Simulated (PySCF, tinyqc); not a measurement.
Worked calculation: RHF in the sto-3g basis, for HF, spin multiplicity 1. The lowest restricted solution is unstable here: a spin-polarised one lies 0.0211 hartree lower (PySCF). One step of it, computed by the program tinyqc.

Problem. Iteration 1: building the Fock matrix. J_ij = sum D_kl (ij|kl), K_ij = sum D_kl (ik|jl); F = H + J - 0.5 K; E = tr D H + tr D J / 2 - 0.25 tr D K + E_nn.

D at the start, lower triangle:
```
,1F 1s,1F 2s,1F 2px,1F 2py,1F 2pz,2H 1s
1F 1s,0.118289
1F 2s,-0.511786,2.225717
1F 2px,0.000000,0.000000,2.000000
1F 2py,0.000000,0.000000,0.000000,2.000000
1F 2pz,-0.014751,0.092111,0.000000,0.000000,2.080280
2H 1s,0.074863,-0.480052,0.000000,0.000000,-0.418403,2.180632
```

core Hamiltonian H = T + V (hartree), lower triangle:
```
,1F 1s,1F 2s,1F 2px,1F 2py,1F 2pz,2H 1s
1F 1s,-40.413532
1F 2s,-9.482132,-10.891669
1F 2px,0.000000,0.000000,-8.575756
1F 2py,0.000000,0.000000,0.000000,-8.575756
1F 2pz,-0.006825,-0.085260,0.000000,0.000000,-8.616122
2H 1s,-0.697098,-1.750826,0.000000,0.000000,-1.291346,-3.938043
```

Two-electron integrals (ij|kl) in chemists' order, unique and non-zero (hartree):
```
i,j,k,l,(ij|kl)
1,1,1,1,5.403501
2,1,1,1,0.841920
2,1,2,1,0.156299
2,2,1,1,1.268028
2,2,2,1,0.292344
2,2,2,2,0.926167
3,1,3,1,0.027998
3,2,3,1,0.043169
3,2,3,2,0.204588
3,3,1,1,1.264502
3,3,2,1,0.292403
3,3,2,2,0.925959
3,3,3,3,0.997514
4,1,4,1,0.027998
4,2,4,1,0.043169
4,2,4,2,0.204588
4,3,4,3,0.053770
4,4,1,1,1.264502
4,4,2,1,0.292403
4,4,2,2,0.925959
4,4,3,3,0.889973
4,4,4,4,0.997514
5,1,5,1,0.027998
5,2,5,1,0.043169
5,2,5,2,0.204588
5,3,5,3,0.053770
5,4,5,4,0.053770
5,5,1,1,1.264502
5,5,2,1,0.292403
5,5,2,2,0.925959
5,5,3,3,0.889973
5,5,4,4,0.889973
5,5,5,5,0.997514
6,1,1,1,0.062059
6,1,2,1,0.011433
6,1,2,2,0.021285
6,1,3,3,0.021255
6,1,4,4,0.021255
6,1,5,1,0.000437
6,1,5,2,0.000828
6,1,5,5,0.021347
6,1,6,1,0.000844
6,2,1,1,0.178749
6,2,2,1,0.041857
6,2,2,2,0.150735
6,2,3,3,0.148485
6,2,4,4,0.148485
6,2,5,1,0.002793
6,2,5,2,0.023197
6,2,5,5,0.155085
6,2,6,1,0.003108
6,2,6,2,0.031927
6,3,3,1,0.004115
6,3,3,2,0.025424
6,3,5,3,0.004707
6,3,6,3,0.004471
6,4,4,1,0.004115
6,4,4,2,0.025424
6,4,5,4,0.004707
6,4,6,4,0.004471
6,5,1,1,0.130855
6,5,2,1,0.031008
6,5,2,2,0.119735
6,5,3,3,0.114901
6,5,4,4,0.114901
6,5,5,1,0.005883
6,5,5,2,0.042452
6,5,5,5,0.129267
6,5,6,1,0.002381
6,5,6,2,0.031283
6,5,6,5,0.034980
6,6,1,1,0.385633
6,6,2,1,0.091725
6,6,2,2,0.381951
6,6,3,3,0.371381
6,6,4,4,0.371381
6,6,5,1,0.006469
6,6,5,2,0.077252
6,6,5,5,0.402838
6,6,6,1,0.006825
6,6,6,2,0.111225
6,6,6,5,0.128009
6,6,6,6,0.774606
```

nuclear repulsion = 3.49676571 hartree

Give: Coulomb J; exchange K; Fock matrix F; total energy of this density.

Solution.

Coulomb J (hartree), lower triangle:
```
,1F 1s,1F 2s,1F 2px,1F 2py,1F 2pz,2H 1s
1F 1s,10.8573
1F 2s,2.5038,8.1334
1F 2px,0.0000,0.0000,8.1119
1F 2py,0.0000,0.0000,0.0000,8.1119
1F 2pz,0.0137,0.1472,0.0000,0.0000,8.1708
2H 1s,0.1826,1.4207,0.0000,0.0000,1.2066,4.6157
```

exchange K (hartree), lower triangle:
```
,1F 1s,1F 2s,1F 2px,1F 2py,1F 2pz,2H 1s
1F 1s,0.2953
1F 2s,0.2730,2.9363
1F 2px,0.0000,0.0000,2.6109
1F 2py,0.0000,0.0000,0.0000,2.6109
1F 2pz,0.0002,0.0187,0.0000,0.0000,2.6329
2H 1s,0.0276,0.5128,0.0000,0.0000,0.3999,1.6406
```

Fock matrix F (hartree), lower triangle:
```
,1F 1s,1F 2s,1F 2px,1F 2py,1F 2pz,2H 1s
1F 1s,-29.7039
1F 2s,-7.1149,-4.2264
1F 2px,0.0000,0.0000,-1.7693
1F 2py,0.0000,0.0000,0.0000,-1.7693
1F 2pz,0.0068,0.0526,0.0000,0.0000,-1.7618
2H 1s,-0.5283,-0.5865,0.0000,0.0000,-0.2847,-0.1427
```

total energy of this density = -43.227705 hartree
